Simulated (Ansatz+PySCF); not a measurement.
Values are calculated unless marked as measured or tabulated.
## PySCF 2.14.0 run

```python
from pyscf import gto, scf

mol = gto.M(atom="""
S 0.000000 0.000000 -0.875830
S 0.000000 0.000000 0.875830
""", basis='def2-svp', charge=0, spin=2)
mf = scf.UHF(mol)
mf.kernel()
print(mf.converged, mf.e_tot, mf.spin_square()[0])
```

The script is written out from the run's settings.

Output:

| Property | Result |
| --- | --- |
| Converged | yes |
| Total energy | -794.78774 hartree |
| Spin squared of the determinant | 2.026 |
| Cycles | 9 |
